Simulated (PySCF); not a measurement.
Compound: C5H5N.
Numbering: `[H]/[N:6]=[CH:5]\[C:3]([C:2]#[CH:1])=[CH2:4]` (hydrogens: H7 on C1; H8, H9 on C4; H10 on C5; H11 on N6)

The same species was optimised twice, with GFN2-xTB and with PBE0-D3(BJ)/def2-SVP (PySCF), and the same property calculations (PySCF, gas phase) were run on both structures.

| coordinate | GFN2-xTB | PBE0-D3(BJ)/def2-SVP | change |
| --- | --- | --- | --- |
| C1≡C2 (Å) | 1.201 | 1.213 | +0.012 |
| C2–C3 (Å) | 1.418 | 1.430 | +0.012 |
| C3–C5 (Å) | 1.474 | 1.485 | +0.011 |
| C5=N6 (Å) | 1.257 | 1.267 | +0.010 |
| C3=C4 (Å) | 1.337 | 1.347 | +0.010 |
| C1–C2–C3 (°) | 175.7 | 177.2 | +1.5 |
| C4–C3–C5 (°) | 121.5 | 120.3 | -1.2 |
| C3–C5–N6 (°) | 128.1 | 127.4 | -0.7 |
| C2–C3–C5 (°) | 116.6 | 117.2 | +0.6 |
| C2–C3–C4 (°) | 121.9 | 122.5 | +0.6 |
| C2–C3–C5–N6 (°) | 0 | 0 | 0 |

Rotational constants: A = 4786, B = 3712, C = 2090 MHz (GFN2-xTB) against A = 4775, B = 3608, C = 2055 MHz (PBE0-D3(BJ)/def2-SVP). Point groups within 0.08 Å: Cs and Cs.

On the GFN2-xTB structure: lowest singlet, TDDFT (eV) 4.63 [CAM-B3LYP/def2-SVPD]; lowest triplet, Tamm–Dancoff (eV) 3.19 [CAM-B3LYP/def2-SVPD]; isotropic polarisability (au) 67.3 [CAM-B3LYP/def2-SVPD]; HOMO (eV) -8.81 [CAM-B3LYP/def2-SVPD]; LUMO (eV) -0.73 [CAM-B3LYP/def2-SVPD]; dipole (D) 2.59 [CAM-B3LYP/def2-SVPD].

**Question.** What do these properties become on the PBE0-D3(BJ)/def2-SVP structure?

**Answer.** 
| property | level | on GFN2-xTB | on PBE0-D3(BJ)/def2-SVP | change |
| --- | --- | --- | --- | --- |
| lowest singlet, TDDFT (eV) | CAM-B3LYP/def2-SVPD | 4.63 | 4.77 | +0.14 |
| lowest triplet, Tamm–Dancoff (eV) | CAM-B3LYP/def2-SVPD | 3.19 | 3.14 | -0.05 |
| isotropic polarisability (au) | CAM-B3LYP/def2-SVPD | 67.3 | 68.5 | +1.2 |
| HOMO (eV) | CAM-B3LYP/def2-SVPD | -8.81 | -8.80 | +0.01 |
| LUMO (eV) | CAM-B3LYP/def2-SVPD | -0.73 | -0.77 | -0.04 |
| dipole (D) | CAM-B3LYP/def2-SVPD | 2.59 | 2.71 | +0.12 |
| energy, GFN2-xTB geometry as zero (kcal/mol) | CAM-B3LYP/def2-SVPD | 0.0 | -0.9 | -0.9 |

The heavy atoms differ by 0.020 Å rms after alignment. Among bonds between heavy atoms C1≡C2, C2–C3 and C3–C5 change most and about equally (+0.011 to +0.012 Å). Changes are differences of the printed values. Neither structure is proved a minimum here.

Shape of the structure used: `[H]/[N:6]=[CH:5]\[C:3]([C:2]#[CH:1])=[CH2:4]`: C2–C3–C5–N6 0°.
